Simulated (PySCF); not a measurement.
PN.
Numbering: `[N:1]#[P:2]`

The same species was optimised twice, with GFN2-xTB and with PBE0-D3(BJ)/def2-SVP (PySCF), and the same property calculations (PySCF, gas phase) were run on both structures.

| coordinate | GFN2-xTB | PBE0-D3(BJ)/def2-SVP | change |
| --- | --- | --- | --- |
| N1≡P2 (Å) | 1.458 | 1.489 | +0.031 |

Rotational constants: B = 24640 MHz (linear) (GFN2-xTB) against B = 23649 MHz (linear) (PBE0-D3(BJ)/def2-SVP). Point groups within 0.08 Å: C∞v and C∞v.

On the GFN2-xTB structure: HOMO (eV) -9.27 [PBE0/pcSseg-1]; LUMO (eV) -2.10 [PBE0/pcSseg-1]; dipole (D) 2.70 [PBE0/pcSseg-1]; GIAO shielding of N1 (ppm) -403.2 [PBE0/pcSseg-1]; GIAO shielding of P2 (ppm) -20.3 [PBE0/pcSseg-1].

Q: What do these properties become on the PBE0-D3(BJ)/def2-SVP structure?

A: 
```tsv
property	level	on GFN2-xTB	on PBE0-D3(BJ)/def2-SVP	change
HOMO (eV)	PBE0/pcSseg-1	-9.27	-9.30	-0.03
LUMO (eV)	PBE0/pcSseg-1	-2.10	-2.23	-0.13
dipole (D)	PBE0/pcSseg-1	2.70	2.69	-0.01
energy, GFN2-xTB geometry as zero (kcal/mol)	PBE0/pcSseg-1	0.0	-0.7	-0.7
GIAO shielding of N1 (ppm)	PBE0/pcSseg-1	-403.2	-436.2	-33.0
GIAO shielding of P2 (ppm)	PBE0/pcSseg-1	-20.3	-58.7	-38.4
```

The heavy atoms differ by 0.015 Å rms after alignment. Among all bonds N1≡P2 changes most (+0.031 Å). Changes are differences of the printed values. Neither structure is proved a minimum here.
